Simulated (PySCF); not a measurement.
## Which orbitals make which state

Compound: N2H4.
SMILES: `NN`

Theory: TDDFT PBE0/def2-SVPD, vertical, gas phase, core orbitals frozen in the response (PySCF 2.14.0, density-fitted response routines). One conformer (not necessarily the lowest) at the GFN2-xTB geometry, without solvent, vibrations or thermal averaging. Torsions of this conformer, `[NH2:1][NH2:2]`: H–N1–N2–H 159°, H–N1–N2–H -81°.

Orbital energies (eV): HOMO-3 -13.98, HOMO-2 -12.72, HOMO-1 -7.54, HOMO -7.03, LUMO 0.92, LUMO+1 1.78, LUMO+2 2.87.

Computed singlets:

```csv
state,E (eV),f
S1,6.37,0.013
S2,6.87,0.019
S3,7.34,0.027
S4,7.86,0.042
S5,8.35,0.032
S6,8.40,0.012
S7,8.82,0.0009
S8,9.01,0.085
```

Which orbital pair leads each of S1, S2, S3, S4, S5 and S7, and how does its energy difference Δε compare with the excitation energy?

```json
{"state": "S1", "leading configuration": "HOMO→LUMO", "weight": "0.99", "Δε (eV)": "7.95", "E (eV)": "6.37", "E − Δε (eV)": "-1.58", "f": "0.013", "other configurations": "–"}
{"state": "S2", "leading configuration": "HOMO-1→LUMO", "weight": "0.93", "Δε (eV)": "8.46", "E (eV)": "6.87", "E − Δε (eV)": "-1.59", "f": "0.019", "other configurations": "–"}
{"state": "S3", "leading configuration": "HOMO→LUMO+1", "weight": "0.93", "Δε (eV)": "8.82", "E (eV)": "7.34", "E − Δε (eV)": "-1.48", "f": "0.027", "other configurations": "–"}
{"state": "S4", "leading configuration": "HOMO-1→LUMO+1", "weight": "0.98", "Δε (eV)": "9.33", "E (eV)": "7.86", "E − Δε (eV)": "-1.47", "f": "0.042", "other configurations": "–"}
{"state": "S5", "leading configuration": "HOMO→LUMO+2", "weight": "0.92", "Δε (eV)": "9.90", "E (eV)": "8.35", "E − Δε (eV)": "-1.55", "f": "0.032", "other configurations": "–"}
{"state": "S7", "leading configuration": "HOMO-1→LUMO+2", "weight": "0.94", "Δε (eV)": "10.41", "E (eV)": "8.82", "E − Δε (eV)": "-1.59", "f": "0.0009", "other configurations": "–"}
```

E − Δε runs from -1.59 to -1.47 eV. Among themselves, these states come in the order of their orbital differences.

H and L stand for HOMO and LUMO. The other states: S6 8.40 eV, f 0.012, H→L+3 (94%); S8 9.01 eV, f 0.085, H-1→L+3 (92%).

Which computed triplets share their leading configuration (75% or more) with a singlet, and how far apart are the partners?

| configuration | triplet | E(T) (eV) | singlet | E(S) (eV) | E(S) − E(T) (eV) |
| --- | --- | --- | --- | --- | --- |
| HOMO→LUMO | T1 | 6.01 | S1 | 6.37 | +0.36 |
| HOMO-1→LUMO | T2 | 6.49 | S2 | 6.87 | +0.38 |
| HOMO→LUMO+1 | T3 | 6.99 | S3 | 7.34 | +0.34 |

The 3 triplets are Tamm–Dancoff values, the singlets full response.

Summed over the main configurations (up to three a state, each over 8%) of all 8 singlets, the electron leaves HOMO with weight 3.78 and HOMO-1 with weight 3.78.
